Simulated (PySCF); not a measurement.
Gas-phase reaction: CH2F + 3 C3H5 (allyl) = C2HF + 2 C4H8 (isobutene)

Energies from PySCF, thermal terms from the rigid-rotor harmonic-oscillator model, ideal gas at 1 bar. S°(298 K) at PBE0/def2-TZVP differs from the NASA 1993 table for C3H5 (allyl) (-17 J/mol/K); whether the harmonic model or the table's entry is off was not settled. † marks an energy on the PBE0/def2-TZVP geometry and frequencies; other levels use their own. MP2 and CCSD(T) freeze the core. 6-31G* has spherical d functions here. Open shells (unrestricted): CH2F (multiplicity 2), C3H5 (allyl) (multiplicity 2); the rest are closed-shell singlets. B3LYP is the form with VWN-RPA correlation. CH2F: computed as isolated molecules; such fragments, hydroxides, amides, oligomers or adducts are transient or little studied in the gas. MP2 isn't extrapolated to the basis-set limit; its ΔH°(298 K) is -506.1 kJ in def2-SVP and -510.2 kJ in def2-TZVPP. CCSD(T) isn't extrapolated to the basis-set limit. The harmonic model lacks anharmonicity and excited electronic states, which grow with temperature; levels with a mode under 35 cm⁻¹ are left out. Internal rotation in C4H8 (isobutene) is treated as a harmonic vibration of one conformer, which makes the entropy rough. Warning, spin contamination: C3H5 (allyl) (CCSD(T)/def2-SVP†, HF/6-31G*, MP2/def2-TZVPP†).

```csv
level,"ΔE electronic, kJ","ΔH°(298 K), kJ","ΔS°(298 K), J/K","ΔG°(1600 K), kJ"
B3LYP/def2-TZVP†,-357,-327,-201,-7
BLYP/def2-TZVP†,-348,-318,-201,3
CCSD(T)/def2-SVP†,-432,-402,-201,-81
HF/6-31G*,-153,-109,-206,231
M06-2X/def2-TZVP†,-446,-416,-201,-95
MP2/def2-TZVPP†,-540,-510,-201,-190
PBE/def2-TZVP†,-388,-357,-201,-37
PBE0/def2-QZVP†,-376,-345,-201,-25
r2SCAN/def2-TZVP†,-332,-302,-201,19
```
ΔH° is lowest at MP2/def2-TZVPP† and highest at HF/6-31G*. No reference value is set beside these.
